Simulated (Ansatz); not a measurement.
# AlN+ (quartet): the correlation ladder, def2-TZVPP

The task here is to estimate one member of a computed series from the others.

Program: Ansatz 0.2.0, Gaussian basis. Level of theory: def2-TZVPP, core rule «outside noble gas», up to 6 orbitals frozen. These are calculated values, not measurements.

Plan: UHF; ROHF; CCSD(T) on UHF.

2 further runs of the same task are left out: 2 set aside as unsound or not needed.

### The geometry

The geometry is a PBE0/def2-TZVP stationary point (not a proven minimum) of the parent state, kept for this charge and spin.

2 atoms, charge 1, spin multiplicity 4.

Atoms are counted from 1 here; the program's logs count them from 0.

Bond lengths: Al1–N2 1.789 Å.

As a file:

```xyz
2
charge 1, multiplicity 4
Al    0.0000    0.0000    0.0000
N     0.0000    0.0000    1.7893
```

The first run:

in.yaml

```yaml
crystal:
  periodic: [false, false, false]
  atoms:
    - {symbol: Al, position_ang: [0.000000, 0.000000, 0.000000]}
    - {symbol: N, position_ang: [0.000000, 0.000000, 1.789283]}
basis:
  gaussian: {orbitals: def2-TZVPP}
total_charge: 1
magnetization: {spin_polarized: true, initial_magnetization: 3}
hamiltonian: {xc: hf}
output: {orbitals: {seedname: orbitals}}
```

Launch:

```console
$ ansatz run in.yaml --threads 1 --pin off --events-out ev --progress --plain --max-ram 4096MiB --backend cpu
```

Among the steps run: UHF; ROHF; CCSD(T) on UHF.

One table of the session follows, with a row left open; its other results are not shown here.

| method | from UCCSD(T) (meV) |
| --- | --- |
| ROHF | +5166.9 |
| UHF | ? |
| UMP2 | +849.4 |
| UCCSD | +176.6 |
| UCCSD(T) | 0 |

Q: Estimate the row for UHF from the others.

**Answer.** from UCCSD(T) (meV): +4850.8. In the column «from UCCSD(T) (meV)» it lies between UMP2 (+849.4) and ROHF (+5166.9).
